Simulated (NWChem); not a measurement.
System: isobutane (C4H10); SMILES C(C)(C)C

NWChem input:

```
start job
memory heap 200 mb stack 900 mb global 1100 mb
geometry units angstroms
  C     -0.028938     1.348639    -0.536659
  C      0.027182     0.112713     0.357626
  C      1.253066    -0.732817     0.021745
  C     -1.247642    -0.713231     0.205808
  H      0.869162     1.950605    -0.416606
  H     -0.110463     1.055536    -1.581481
  H     -0.890217     1.964417    -0.287127
  H      0.106528     0.441321     1.400381
  H      2.165250    -0.153812     0.147968
  H      1.205549    -1.073658    -1.010621
  H      1.307797    -1.604430     0.670324
  H     -1.220471    -1.584577     0.856404
  H     -2.122397    -0.120150     0.463526
  H     -1.354726    -1.057439    -0.820966
end
basis spherical
  * library 6-31g*
end
dft
  xc b3lyp
  iterations 150
end
driver
  maxiter 120
end
task dft optimize
task dft freq
```

B3LYP is NWChem's, with the RPA form of VWN correlation.

The level has its own optimisation; frequencies are unscaled. Brackets give each atom's bonded neighbours.

Question: What results follow from this input? (B3LYP/6-31G* (spherical d).) Quantities: r C–C (Å); r C–H [C(CHHH)–H(C)] (Å); r C–H [C(CCCH)–H(C)] (Å); highest harmonic frequency (cm⁻¹); lowest (cm⁻¹); zero-point energy (kcal/mol); dipole (D).

Answer: 
- r C–C (Å): 1.535
- r C–H [C(CHHH)–H(C)] (Å): 1.097
- r C–H [C(CCCH)–H(C)] (Å): 1.101
- highest harmonic frequency (cm⁻¹): 3108
- lowest (cm⁻¹): 217
- zero-point energy (kcal/mol): 83.0
- dipole (D): 0.08
